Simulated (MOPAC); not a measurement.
MOPAC input (PM7):

```
PM7 PRECISE GNORM=0.05 LET XYZ CHARGE=1 GEO-OK AUX(PRECISION=9) THREADS=1
CH5S

C    -0.03415619 1    1.19399997 1   -0.12080902 1
S    -0.02347166 1   -0.61225806 1    0.14914978 1
H     1.25486952 1   -0.89535581 1   -0.19243828 1
H    -1.07686297 1    1.49906130 1   -0.05446919 1
H     0.53441517 1    1.62178100 1    0.70286010 1
H     0.40044527 1    1.43812083 1   -1.08501611 1
H    -0.53238339 1   -1.03147827 1   -1.03247883 1
```

Output:

```
 *******************************************************************************
 **                                                                           **
 **                              MOPAC v23.2.5                                **
 **                                                                           **
 *******************************************************************************
 ** MOPAC's Digital Object Identifier: https://doi.org/10.5281/zenodo.6511958 **
 **                                                                           **
 ** Please cite the open-source release paper for use of this MOPAC version:  **
 ** J. E. Moussa and J. J. P. Stewart (2026)                                  **
 ** MOPAC: An open-source semiempirical molecular orbital program             **
 ** J. Open Source Softw., 11(119), 8025, https://doi.org/10.21105/joss.08025 **
 *******************************************************************************

                              PM7 CALCULATION RESULTS

 *******************************************************************************
 *  PM7        - The PM7 Hamiltonian to be used
 *  GEO-OK     - OVERRIDE INTERATOMIC DISTANCE AND OTHER SAFETY CHECKS
 *
 *
 *
 *                 CHARGE ON SYSTEM = +1
 *
 *
 *
 *  LET        - OVERRIDE SOME SAFETY CHECKS
 *  PRECISE    - TIGHTER CRITERIA TO BE USED
 *  XYZ        - CARTESIAN COORDINATE SYSTEM TO BE USED
 *  GNORM      - EXIT WHEN GRADIENT NORM DROPS BELOW 0.050
 *  AUX        - OUTPUT AUXILIARY INFORMATION
 *******************************************************************************
PM7 PRECISE GNORM=0.05 LET XYZ CHARGE=1 GEO-OK AUX(PRECISION=9) THREADS=1
 CH5S

   ATOM   CHEMICAL          X               Y               Z
  NUMBER   SYMBOL      (ANGSTROMS)     (ANGSTROMS)     (ANGSTROMS)

     1       C         -0.03415619  *   1.19399997  *  -0.12080902  *
     2       S         -0.02347166  *  -0.61225806  *   0.14914978  *
     3       H          1.25486952  *  -0.89535581  *  -0.19243828  *
     4       H         -1.07686297  *   1.49906130  *  -0.05446919  *
     5       H          0.53441517  *   1.62178100  *   0.70286010  *
     6       H          0.40044527  *   1.43812083  *  -1.08501611  *
     7       H         -0.53238339  *  -1.03147827  *  -1.03247883  *

          CARTESIAN COORDINATES

    NO.       ATOM           X           Y           Z

     1         C         -0.0342      1.1940     -0.1208
     2         S         -0.0235     -0.6123      0.1491
     3         H          1.2549     -0.8954     -0.1924
     4         H         -1.0769      1.4991     -0.0545
     5         H          0.5344      1.6218      0.7029
     6         H          0.4004      1.4381     -1.0850
     7         H         -0.5324     -1.0315     -1.0325

 General Reference for PM7:
 "Optimization of Parameters for Semiempirical Methods VI: More Modifications to the
 NDDO Approximations and Re-optimization of Parameters", J. J. P. Stewart, J. Mol. Mod., 1:32, 19 (2013)
 https://link.springer.com/article/10.1007/s00894-012-1667-x

           Empirical Formula: C H5 S  =     7 atoms

      MOLECULAR POINT GROUP   :   Cs

      RHF CALCULATION, NO. OF DOUBLY OCCUPIED LEVELS = 7

          Geometry optimization using EF

          DIAGONAL MATRIX USED AS START HESSIAN

 CYCLE:     1  GRAD.:    60.725 HEAT:  165.3862
 CYCLE:     2  GRAD.:   132.022 HEAT:  169.5229
 CYCLE:     3  GRAD.:    43.879 HEAT:  162.9039
 CYCLE:     4  GRAD.:    81.748 HEAT:  165.8106
 CYCLE:     5  GRAD.:    11.605 HEAT:  162.0151
 CYCLE:     6  GRAD.:    40.475 HEAT:  162.6281
 CYCLE:     7  GRAD.:     3.471 HEAT:  161.9438
 CYCLE:     8  GRAD.:     6.129 HEAT:  161.9581
 CYCLE:     9  GRAD.:     0.594 HEAT:  161.9308
 CYCLE:    10  GRAD.:     0.305 HEAT:  161.9296
 CYCLE:    11  GRAD.:     0.047 HEAT:  161.9290

     GRADIENT =  0.04673 IS LESS THAN CUTOFF =  0.05000

 -------------------------------------------------------------------------------
 PM7 PRECISE GNORM=0.05 LET XYZ CHARGE=1 GEO-OK AUX(PRECISION=9) THREADS=1
 CH5S

     GEOMETRY OPTIMISED USING EIGENVECTOR FOLLOWING (EF).
     SCF FIELD WAS ACHIEVED

                              PM7 CALCULATION
                                                       MOPAC v23.2.5 Linux

          FINAL HEAT OF FORMATION =        161.92895 KCAL/MOL =     677.51073 KJ/MOL

          COSMO AREA              =         83.29 SQUARE ANGSTROMS
          COSMO VOLUME            =         65.96 CUBIC ANGSTROMS

          GRADIENT NORM           =          0.04673          =       0.01766 PER ATOM
          IONIZATION POTENTIAL    =         16.018890 EV
          HOMO LUMO ENERGIES (EV) =        -16.019 -6.671
          NO. OF FILLED LEVELS    =          7
          MOLECULAR WEIGHT        =         49.1105         POINT GROUP:  Cs

          MOLECULAR DIMENSIONS (Angstroms)

            Atom       Atom       Distance
            H     4    H     3     3.40021
            H     7    H     5     3.13729
            H     6    S     2     1.96457

          SCF CALCULATIONS        =         12

   ATOM   CHEMICAL          X               Y               Z
  NUMBER   SYMBOL      (ANGSTROMS)     (ANGSTROMS)     (ANGSTROMS)

     1       C         -0.03345600  *   1.14154942  *  -0.11379934  *
     2       S         -0.01524063  *  -0.61094516  *   0.13142483  *
     3       H          1.25560352  *  -0.91970287  *  -0.14455113  *
     4       H         -1.06104522  *   1.56773927  *  -0.05978459  *
     5       H          0.51998929  *   1.68815550  *   0.68332959  *
     6       H          0.38361536  *   1.52807706  *  -1.06378597  *
     7       H         -0.56651879  *  -1.05848111  *  -1.00098090  *

                             CARTESIAN COORDINATES

   1    C       -0.033456005     1.141549422    -0.113799338
   2    S       -0.015240633    -0.610945157     0.131424832
   3    H        1.255603524    -0.919702866    -0.144551125
   4    H       -1.061045219     1.567739274    -0.059784586
   5    H        0.519989290     1.688155503     0.683329592
   6    H        0.383615356     1.528077064    -1.063785966
   7    H       -0.566518792    -1.058481106    -1.000980897

           Empirical Formula: C H5 S  =     7 atoms

      MOLECULAR POINT GROUP   :   Cs

                  EIGENVALUES
 -34.55378 -28.37074 -21.56669 -20.68349 -19.57141 -18.95788 -16.01889  -6.67053
  -6.65685  -6.04254  -6.02003  -5.96075  -4.41037  -3.07721  -2.71816  -0.41608
  -0.37668   0.96484

              NET ATOMIC CHARGES AND DIPOLE CONTRIBUTIONS

  ATOM NO.   TYPE          CHARGE      No. of ELECS.   s-Pop       p-Pop       d-Pop
    1          C          -0.670998        4.6710     1.08188     3.58911
    2          S           0.727573        5.2724     1.74367     3.31218     0.21658
    3          H           0.120405        0.8796     0.87960
    4          H           0.239009        0.7610     0.76099
    5          H           0.239009        0.7610     0.76099
    6          H           0.224597        0.7754     0.77540
    7          H           0.120405        0.8796     0.87960
 DIPOLE           X         Y         Z       TOTAL
 POINT-CHG.     0.280    -1.274    -0.390     1.362
 HYBRID         0.389     0.660    -0.934     1.208
 SUM            0.669    -0.614    -1.324     1.605

          ATOMIC ORBITAL ELECTRON POPULATIONS

     Atom    s        px        py        pz      x^2-y^2     xz        z^2       yz        xy
    1  C   1.08188   1.28256   1.03321   1.27335
    2  S   1.74367   1.04970   0.92270   1.33979   0.06557   0.03160   0.04595   0.04156   0.03190
    3  H   0.87960
    4  H   0.76099
    5  H   0.76099
    6  H   0.77540
    7  H   0.87960

 **********************
 *                    *
 * JOB ENDED NORMALLY *
 *                    *
 **********************

 == MOPAC DONE ==
```

The dipole moment of an ion depends on the origin.
